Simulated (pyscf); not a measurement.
Optimised with ωB97X-D3(BJ)/def2-SVP in PySCF. MP2 and CC: frozen core, UHF for open shells. ΔMP2 is the change of the MP2 total energy from the triple- to the quadruple-zeta basis.

PBE/def2-TZVP puts the barrier of HO–B(OH)–F (SMILES OB(O)F) → O=B–OH (SMILES O=BO) + HF (SMILES F) (elimination; singlet surface; B–F, H–O broken, F–H formed) at 235.5 kJ/mol and the reaction energy at +235.4 kJ/mol, from the reactant's lowest minimum found. What do r²SCAN/def2-TZVP, M06-2X/def2-TZVP, CCSD(T)/def2-TZVPP + ΔMP2(QZVPP) give on the same structures?

r²SCAN: ΔE‡ = 256.1 kJ/mol, ΔE = +256.0 kJ/mol; M06-2X: ΔE‡ = 272.8 kJ/mol, ΔE = +260.0 kJ/mol; CCSD(T): ΔE‡ = 270.8 kJ/mol, ΔE = +241.2 kJ/mol. PBE's barrier lies under all of them, by 20.6 to 37.3 kJ/mol. Its reaction energy lies under all of them, by 5.8 to 24.5 kJ/mol. On the product side the descent ends in a bound adduct, 37.7 kJ/mol under the separated species and 53.4 kJ/mol under the saddle at ωB97X-D3(BJ)/def2-TZVP. This is the saddle that the search found; another between the same sides may lie lower. The CCSD(T) − MP2 part came from Ansatz, without density fitting, on the same reference.
